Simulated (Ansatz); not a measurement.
Computed with Ansatz on PBE0-D4/def2-TZVP structures; ΔE is electronic, products minus reactants. CCSD(T)/CBS is the MP2 limit (def2-TZVPP, def2-QZVPP) plus CCSD(T) − MP2 in def2-TZVPP, frozen cores. This one scheme is used for every species, atoms too. Functionals use def2-TZVPP. No spin–orbit coupling; open shells (•) take unrestricted orbitals. Spin–orbit coupling would lower the free atoms: a little for B, Si.

Consider the atomization: `[SiH3]B[SiH3]` → B• + 7 H• + 2 Si•.

Q: What is ΔE at CCSD(T)/CBS? (Best estimate.)

A: Computed: +30.18 eV.

Q: What do these levels give: LDA (SPW92), revPBE-D4, BLYP-D4, B97M-V, PBE0-D4, revPBE, r2SCAN, r2SCANh, CAM-B3LYP, CCSD/def2-SVP, MP2/def2-QZVPP, HF/CBS(def2)? (An estimate is asked.)

A: Computed: LDA (SPW92) 33.11, revPBE-D4 29.56, BLYP-D4 29.91, B97M-V 30.55, PBE0-D4 29.94, revPBE 29.04, r2SCAN 30.26, r2SCANh 30.19, CAM-B3LYP 30.25, CCSD/def2-SVP 28.33, MP2/def2-QZVPP 29.54, HF/CBS(def2) 23.74 eV.

Largest T1 diagnostic among the species: 0.014.

In def2-TZVPP, CCSD(T) changes the Hartree–Fock value by +5.83 eV (the triples alone add +0.20 eV) and MP2 by +5.46 eV; breaking electron pairs costs correlation energy, which Hartree–Fock lacks. At CCSD(T), def2-SVP lies −1.69 eV from the extrapolated value and def2-TZVPP −0.66 eV: correlation converges slowly with the basis, and small sets miss more of it in the bonded molecule than in its fragments.

For atomizations the MP2-based limit and the directly extrapolated one differ by several kJ/mol either way, and by 10 to 25 for some Ge, Se and Sn compounds, so smaller differences from it don't rank the levels.
